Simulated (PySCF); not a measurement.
Some computed properties have been withheld. Give your best values.

C4H9Cl.
SMILES: `CCCCCl`

Conformer (atom-mapped SMILES and torsion angles): `[CH3:1][CH2:2][CH2:3][CH2:4][Cl:5]`: C1–C2–C3–C4 180°, C2–C3–C4–Cl5 180°.

```json
{"property": "point group", "level": "PBE0-D3(BJ)/def2-SVP", "value": "?"}
{"property": "rotational constants A, B, C", "level": "PBE0-D3(BJ)/def2-SVP", "value": "?"}
{"property": "dipole moment", "level": "PBE0/pcSseg-1", "value": "2.33 D"}
{"property": "HOMO energy", "level": "PBE0/pcSseg-1", "value": "-8.32 eV"}
{"property": "LUMO energy", "level": "PBE0/pcSseg-1", "value": "?"}
{"property": "13C chemical shifts (computed TMS as zero) by class", "level": "GIAO PBE0/pcSseg-1", "value": "49.5 (1 C), 39.4 (1 C), 24.0 (1 C), 16.1 (1 C) ppm"}
{"property": "1H chemical shifts (computed TMS as zero) by class", "level": "GIAO PBE0/pcSseg-1", "value": "?"}
{"property": "isotropic shieldings of nuclei other than C and H, by class", "level": "GIAO PBE0/pcSseg-1", "value": "850 (1 Cl) ppm"}
```

Electronic properties: PySCF, gas phase, density fitting. Geometry: PBE0-D3(BJ)/def2-SVP, one conformer, isolated molecule. NMR classes are plain means over equivalent atoms (diastereotopic ones count apart unless rotation or inversion swaps them), as if these changed places fast; in this geometry the members of some classes differ.

Task: The rotational constants A, B, C?

Result: 16.939, 1.321, 1.264 GHz.

Task: What are the 1H chemical shifts (computed TMS as zero) by class?

Result: 3.20 (2 H), 1.45 (2 H), 1.06 (2 H), 1.04 (3 H) ppm.

Task: Give the LUMO energy.

Result: 0.90 eV.

Task: The point group?

Result: Cs.

A dipole of 2.33 D is allowed in Cs, and pure rotational transitions are dipole-allowed. With B = h/(8π²I), that is 505.379 GHz u Å² over I, the principal moments of inertia are 29.8, 382.5 and 399.7 u Å² (most abundant isotopes); the inertial defect Ic − Ia − Ib is -12.6 u Å² (zero for a rigid planar frame, negative otherwise). The dipole equals about 7.8 × 10⁻³⁰ C·m (1 D = 3.33564 × 10⁻³⁰ C·m).
